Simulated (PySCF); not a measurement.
# B3LYP/6-31G(d) (spherical functions) run of H2O2 (hydrogen peroxide)

What is the energy change on altering one bond length of H2O2 (hydrogen peroxide) at B3LYP/6-31G* (spherical functions)? The job is set up through a Python script.

Program for the calculation: PySCF 2.14.0.

3 further runs of the same task are left out: 3 set aside as unsound or not needed.

### 1 The system as given

H2O2: 4 atoms, total charge 0, spin state singlet. SMILES: `OO`. Geometry: relaxed at PBE0-D4/def2-TZVP.

Bond lengths: O1–O2 1.426 Å, O1–H3 0.965 Å, O2–H4 0.965 Å. Angles: O1–O2–H4 101.1°, O2–O1–H3 101.1°.

### 2 The energy at B3LYP/6-31G(d) (spherical functions)

Contents of run.py:

```python
from pyscf import gto, dft

molecule = gto.M(
    atom=[
    ('O', (-0.486800, -0.581100, 0.030600)),
    ('O', (0.048300, 0.728400, 0.206900)),
    ('H', (0.186400, -1.117000, 0.467400)),
    ('H', (0.252100, 0.969800, -0.704900)),
],
    max_memory=1860,
    spin=0,
    verbose=4,
    basis='6-31g*',
)

ks = dft.RKS(molecule)
ks.xc = 'b3lyp'
ks.grids.level = 5
ks.conv_tol = 1e-10
ks.kernel()
if not ks.converged:
    ks = ks.newton().run(ks.mo_coeff, ks.mo_occ)

energy = ks.e_tot
print('E = %.10f Eh' % energy)
```

On the command line:

```sh
$ OMP_NUM_THREADS=1 python run.py
```

The log of the run:

```text
PySCF version 2.14.0

[INPUT] num. atoms = 4
[INPUT] num. electrons = 18
[INPUT] charge = 0
[INPUT] spin (= nelec alpha-beta = 2S) = 0
[INPUT] symmetry False subgroup None
[INPUT] Mole.unit = angstrom
[INPUT] Symbol           X                Y                Z      unit          X                Y                Z       unit  Magmom
[INPUT]  1 O     -0.486800000000  -0.581100000000   0.030600000000 AA   -0.919918677438  -1.098119850985   0.057825619412 Bohr   0.0
[INPUT]  2 O      0.048300000000   0.728400000000   0.206900000000 AA    0.091273771816   1.376476509133   0.390984335173 Bohr   0.0
[INPUT]  3 H      0.186400000000  -1.117000000000   0.467400000000 AA    0.352244949619  -2.110824081139   0.883257990622 Bohr   0.0
[INPUT]  4 H      0.252100000000   0.969800000000  -0.704900000000 AA    0.476399956003   1.832656395603  -1.332067945206 Bohr   0.0

nuclear repulsion = 37.2831187913281
number of shells = 16
number of NR pGTOs = 62
number of NR cGTOs = 32
basis = 6-31g*
ecp = {}

******** <class 'pyscf.dft.rks.RKS'> ********
method = RKS
initial guess = minao
damping factor = 0
level_shift factor = 0
DIIS = <class 'pyscf.scf.diis.CDIIS'>
diis_start_cycle = 1
diis_space = 8
diis_damp = 0
SCF conv_tol = 1e-10
SCF conv_tol_grad = None
SCF max_cycles = 50
direct_scf = True
direct_scf_tol = 1e-13
XC library pyscf.dft.libxc version 7.0.0
    S. Lehtola, C. Steigemann, M. J.T. Oliveira, and M. A.L. Marques.,  SoftwareX 7, 1–5 (2018)
XC functionals = b3lyp
    P. J. Stephens, F. J. Devlin, C. F. Chabalowski, and M. J. Frisch.,  J. Phys. Chem. 98, 11623 (1994)
radial grids:
    Treutler-Ahlrichs [JCP 102, 346 (1995); DOI:10.1063/1.469408] (M4) radial grids

becke partition: Becke, JCP 88, 2547 (1988); DOI:10.1063/1.454033
pruning grids: <function nwchem_prune>
grids dens level: 5
symmetrized grids: False
atomic radii adjust function: <function treutler_atomic_radii_adjust>
small_rho_cutoff = 0
Set gradient conv threshold to 1e-05
Initial guess from minao.
tot grids = 133040
init E= -151.610510250527
  HOMO = -0.352299506902065  LUMO = -0.0875684795920333  gap/eV = 7.20370
cycle= 1 E= -151.475499886267  delta_E= 0.135  |g|= 0.516  |ddm|=  1.8
  HOMO = -0.176970240347448  LUMO = 0.0881176407596942  gap/eV = 7.21341
cycle= 2 E= -151.469471238899  delta_E= 0.00603  |g|= 0.563  |ddm|= 0.79
  HOMO = -0.274377913152853  LUMO = 0.0330742275630933  gap/eV = 8.36620
cycle= 3 E= -151.528784334367  delta_E= -0.0593  |g|= 0.045  |ddm|= 0.423
  HOMO = -0.268376775867779  LUMO = 0.0419120328945723  gap/eV = 8.44339
cycle= 4 E= -151.529157300631  delta_E= -0.000373  |g|= 0.00369  |ddm|= 0.0279
  HOMO = -0.268689982379512  LUMO = 0.0417176164016126  gap/eV = 8.44662
cycle= 5 E= -151.52915988693  delta_E= -2.59e-06  |g|= 0.00055  |ddm|= 0.0026
  HOMO = -0.268769516911854  LUMO = 0.0416581444920006  gap/eV = 8.44717
cycle= 6 E= -151.52915994647  delta_E= -5.95e-08  |g|= 5.48e-05  |ddm|= 0.000386
  HOMO = -0.268778404729137  LUMO = 0.0416526326251931  gap/eV = 8.44726
cycle= 7 E= -151.529159947062  delta_E= -5.92e-10  |g|= 1.02e-05  |ddm|= 4.26e-05
  HOMO = -0.268779192153613  LUMO = 0.041651494376822  gap/eV = 8.44725
cycle= 8 E= -151.529159947083  delta_E= -2.13e-11  |g|= 3.78e-06  |ddm|= 1.11e-05
  HOMO = -0.268779181987654  LUMO = 0.0416515215394018  gap/eV = 8.44725
Extra cycle  E= -151.529159947076  delta_E= 7.05e-12  |g|= 7.22e-06  |ddm|= 6.36e-06
converged SCF energy = -151.529159947076
E = -151.5291599471 Eh
```

It took 2.1 s on 1 thread of Arm Neoverse V2, shared host; peak memory 0.25 GiB.

### 3 The distorted shape

Contents of job.py:

```python
from pyscf import gto, dft

mol = gto.M(
    atom='''
O     -1.025388    -0.152357    -0.318858
O     -0.490288     1.157143    -0.142558
H      0.186400    -1.117000     0.467400
H     -0.286488     1.398543    -1.054358
''',
    verbose=3,
    charge=0,
    max_memory=1860,
    basis='6-31g*',
)

ks = dft.RKS(mol)
ks.xc = 'b3lyp'
ks.grids.level = 5
ks.conv_tol = 1e-10
ks.kernel()
if not ks.converged:
    ks = ks.newton().run(ks.mo_coeff, ks.mo_occ)

e_tot = ks.e_tot
print(f'total energy: {e_tot:.8f} hartree')
```

On the command line:

```sh
$ OMP_NUM_THREADS=1 python job.py
```

The log of the run:

```text
converged SCF energy = -151.409159583993
total energy: -151.40915958 hartree
```

It took 2.8 s on 1 thread of Arm Neoverse V2, shared host; peak memory 0.24 GiB.

### 4 What came out

Level: B3LYP/6-31G* (spherical functions).

```
                                                         quantity          value
                                        first shape: total energy  -151.52916 Eh
                                       first shape: dipole moment         1.90 D
                                         first shape: HOMO energy       -7.31 eV
                                         first shape: LUMO energy        1.13 eV
                                       first shape: HOMO–LUMO gap        8.45 eV
                                    distorted shape: total energy  -151.40916 Eh
                                   distorted shape: dipole moment         1.77 D
                                     distorted shape: HOMO energy       -7.33 eV
                                     distorted shape: LUMO energy       -3.43 eV
                                   distorted shape: HOMO–LUMO gap        3.89 eV
energy change with the O1–H3 bond stretched from 0.965 to 1.737 Å       3.265 eV
```

In words: One bond (distorted shape) is far stretched, which a spin-restricted single reference describes badly; a broken-symmetry solution may lie lower. With the O1–H3 bond stretched from 0.965 to 1.737 Å the energy rises by 3.27 eV (315 kJ/mol). The first shape isn't relaxed at this level, so the change isn't measured from a minimum. A restricted reference can't describe the breaking bond well at this length. Mulliken charges (first shape) run from -0.43 on O1 to +0.43 on H3; they depend strongly on the basis.
